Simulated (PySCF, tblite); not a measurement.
# A complex of chlorine monofluoride and chloride

A gas-phase complex of chlorine monofluoride and chloride; charge -1, singlet. The structure comes from a short search (5 tight-binding starts) and was relaxed by PBE0-D3(BJ)/def2-TZVPD; another way of binding may lie lower. Frequencies by PBE0-D3(BJ)/def2-TZVPD show no clear imaginary mode.

```csv
part,name,SMILES,atoms,charge,multiplicity
1,chlorine monofluoride,FCl,1–2,0,1
2,chloride,[Cl-],3,-1,1
```

```tsv
atom	part	x (Å)	y (Å)	z (Å)
Cl1	1	0.982	0.484	0.041
F2	1	0.611	-1.326	0.283
Cl3	2	1.437	2.699	-0.256
```

Contacts between parts, classed by geometry: Cl1···Cl3 2.281 Å (bond).

The parts are joined by the bond Cl1–Cl3, so these are energies of forming such bonds; deforming the relaxed parts to their shape in the adduct costs 13.5 kcal/mol, which the interaction energies leave out.

Interaction energies are complex less parts, with the parts frozen as they stand in it; counterpoise-corrected, in kcal/mol (PySCF). The CCSD(T) estimate is Hartree-Fock/aug-cc-pVQZ, plus the MP2 correlation part extrapolated as X⁻³ from aug-cc-pVTZ and aug-cc-pVQZ, plus CCSD(T) less MP2 in aug-cc-pVDZ; noble-gas cores are frozen. It isn't the exact limit.

| level | interaction | superposition error removed |
| --- | --- | --- |
| Hartree-Fock/aug-cc-pVQZ | -32.84 | - |
| wB97M-D3(BJ)/def2-TZVPD | -42.04 | -0.20 |
| PBE0-D3(BJ)/def2-TZVPD | -49.62 | -0.24 |
| MP2/aug-cc-pVQZ | -44.95 | -0.61 |

(1) What does CCSD(T) at its estimated basis limit give, and which of these levels comes nearest?

(2) What holds them together? Decompose the wB97M-D3(BJ)/def2-TZVPD energy: frozen parts, their antisymmetrised product, then relaxation.

The parts were also relaxed and run alone, at the levels used for the complex: shieldings by PBE0/aug-pcSseg-2; core levels by delta-SCF with SCAN, aug-pcX-2 on the ionised atom and aug-pcseg-1 elsewhere, spin-free X2C (2p3/2 is the spin-free 2p value less a third of a first-order spin-orbit splitting).

(3) What does binding change?

(4) What are the binding energy from relaxed parts (wB97M-D3(BJ)/def2-TZVPD), and ΔH and ΔG of association at 298.15 K and 1 atm?

Answers

(1) -41.62 kcal/mol. wB97M-D3(BJ)/def2-TZVPD is nearest, off by -0.42; the errors are Hartree-Fock/aug-cc-pVQZ +8.78, wB97M-D3(BJ)/def2-TZVPD -0.42, PBE0-D3(BJ)/def2-TZVPD -8.00, MP2/aug-cc-pVQZ -3.33.

(2) electrostatic -69.0, Pauli repulsion +107.7, orbital relaxation -80.1, dispersion correction -0.8 kcal/mol, which sum to the value before the counterpoise correction; the Pauli term holds the exchange-correlation of the frozen density too. Of the attraction, 53 % is orbital relaxation, 46 % is electrostatic, 1 % is dispersion correction.

(3) 
| property | alone | in the complex | change |
| --- | --- | --- | --- |
| shielding of Cl1 (ppm) | -532.8 | 281.8 | +814.6 |
| shielding of Cl3 (ppm) | 1149.3 | 782.6 | -366.7 |
| Cl1 2p3/2 core level (eV) | 209.47 | 201.47 | -8.00 |
| F2 1s core level (eV) | 694.36 | 684.26 | -10.10 |
| Cl3 2p3/2 core level (eV) | 196.90 | 199.55 | +2.65 |

The core-hole state of Cl1 is spin-contaminated (⟨S²⟩ 0.83 against 0.75 for a pure doublet), so that value and differences from it are less sure.

(4) -28.58 kcal/mol, -28.09 with zero-point energy; ΔH -28.5 and ΔG -21.0 kcal/mol, from harmonic vibrations by PBE0-D3(BJ)/def2-TZVPD with low modes damped.
